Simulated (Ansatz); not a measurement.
# What a trial cell of Bi relaxes into

Computed with DFT r2SCAN, scalar-relativistic, plane waves, PAW in Ansatz 0.2.0. Cutoff 500 eV, Γ-centred k mesh, Gaussian smearing, no spin polarisation in the final step.

The start puts Bi on the graphite structure type (P6_3/mmc, No. 194), at a guessed volume.

```xyz
4
Lattice="3.9739 0.0000 0.0000 -1.9869 3.4415 0.0000 0.0000 0.0000 10.8231" Properties=species:S:1:pos:R:3 pbc="T T T"
Bi    0.0000    0.0000    2.7058
Bi    0.0000    0.0000    8.1173
Bi    0.0000    2.2943    8.1173
Bi    1.9869    1.1472    2.7058
```

Cell and atoms relax at zero pressure; the relaxation can't lower the symmetry of the start. After a coarse first stage the cell is made exact in the group found at 0.06 Å.

Energies count from the standard state of Bi at the same level.

What does it relax into?

It keeps P6_3/mmc (No. 194), but not the shape of the type it started on. Conventional cell: a = 5.366 Å, c = 6.436 Å. Bi on Wyckoff site b (2 atoms of the primitive cell) has 5 Bi at 3.10–3.22 Å; Bi on Wyckoff site d (2 atoms of the primitive cell) has 3 Bi at 3.10 Å.

```cif
data_structure
_symmetry_space_group_name_H-M 'P6_3/mmc'
_symmetry_Int_Tables_number 194
_cell_length_a 5.3664
_cell_length_b 5.3664
_cell_length_c 6.4359
_cell_angle_alpha 90.000
_cell_angle_beta 90.000
_cell_angle_gamma 120.000
_cell_volume 160.51
loop_
_atom_site_label
_atom_site_type_symbol
_atom_site_symmetry_multiplicity
_atom_site_Wyckoff_symbol
_atom_site_fract_x
_atom_site_fract_y
_atom_site_fract_z
_atom_site_occupancy
Bi1 Bi 2 b 0.00000 0.00000 0.25000 1
Bi2 Bi 2 d 0.33333 0.66667 0.75000 1
```

What are its volume, energy, density and gap?

The volume per atom is 40.13 Å³ and the density is 8.65 g/cm³. The energy over the standard structure is 0.37 eV/atom. The gap on the 12×12×8 mesh is 0 eV (a metal).

The final run used a 12×12×8 mesh on its 4-atom cell and 0.10 eV smearing. The k mesh leaves about 4 meV/atom of noise in metals. Spin–orbit coupling is left out. Symmetry constrained the relaxation, so the result can be a saddle point.